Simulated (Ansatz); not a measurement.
```yaml
crystal:
  periodic: [false, false, false]
  atoms:
    - {symbol: N, position_ang: [-1.402284, -0.663234, 0.033868]}
    - {symbol: C, position_ang: [-0.381156, -0.185792, -0.566146]}
    - {symbol: Al, position_ang: [1.059337, 0.476595, 0.618354]}
    - {symbol: H, position_ang: [-2.115828, -0.996643, -0.622591]}
    - {symbol: H, position_ang: [-0.338488, -0.164643, -1.668707]}
    - {symbol: H, position_ang: [0.843168, 0.416611, 2.182756]}
    - {symbol: H, position_ang: [2.396452, 1.049206, -0.023235]}
basis:
  gaussian: {orbitals: ANO-RCC-VTZP}
magnetization: {spin_polarized: true, initial_magnetization: 4}
hamiltonian: {xc: {name: BLYP}, dispersion: d3bjatm}
scf: {lower_state_search: off}
output: {forces: true}
```

```sh
$ ansatz run in.yaml --threads 2 --pin off --events-out ev --progress --plain --max-ram 4352MiB
```

It prints (some lines left out):

```
Functional definition: BLYP
1039 factors; their error is unknown
mean field evaluation 1: about -9181.7624 eV, gradient 4.9e1 eV
mean field evaluation 2: about -9027.5728 eV, gradient 1.3e2 eV
mean field evaluation 4: about -9167.9961 eV, gradient 5.1e1 eV
mean field evaluation 8: about -9193.0360 eV, gradient 4.1e-1 eV
mean field evaluation 16: about -9193.0238 eV, gradient 2.6e-6 eV
mean field -9193.02380265 eV, -337.8373934921 hartree, gradient 2.6e-6 eV, S^2 6.007531; 0 other end points of the search recorded, 0 dependent functions left out
reference -9193.02418483 eV, -337.8374075370 hartree; 17, 13 occupied and 133, 137 virtual orbitals, 1039 factors
Total energy: -9193.25066316 eV, -337.8457304621 hartree
Relativity: scalar
Atom 0 at    -1.402284    -0.663234     0.033868 Å, force    -3.252451    -1.677609     0.333302 eV/Å
Atom 1 at    -0.381156    -0.185792    -0.566146 Å, force     2.929598     1.276831    -1.850239 eV/Å
Atom 2 at     1.059337     0.476595     0.618354 Å, force     0.030682    -0.016219    -0.457673 eV/Å
Atom 3 at    -2.115828    -0.996643    -0.622591 Å, force    -0.883716    -0.394019     1.051086 eV/Å
Atom 4 at    -0.338488    -0.164643    -1.668707 Å, force     0.464317     0.431727     0.148917 eV/Å
Atom 5 at     0.843168     0.416611     2.182756 Å, force     0.055443     0.194328     0.774879 eV/Å
Atom 6 at     2.396452     1.049206    -0.023235 Å, force     0.656127     0.184961    -0.000271 eV/Å
Dipole moment:    -0.208145    -0.099489    -0.336151 e Å
Checks for a lower state left out: stability, starts, cluster_reference, orbital_swaps, neighbouring_geometries, increment
```

Task: Something in this input is off. What?

Result: The spin is set far too high for this molecule. Self-consistency was reached. The result belongs to that input, not to the molecule as meant.
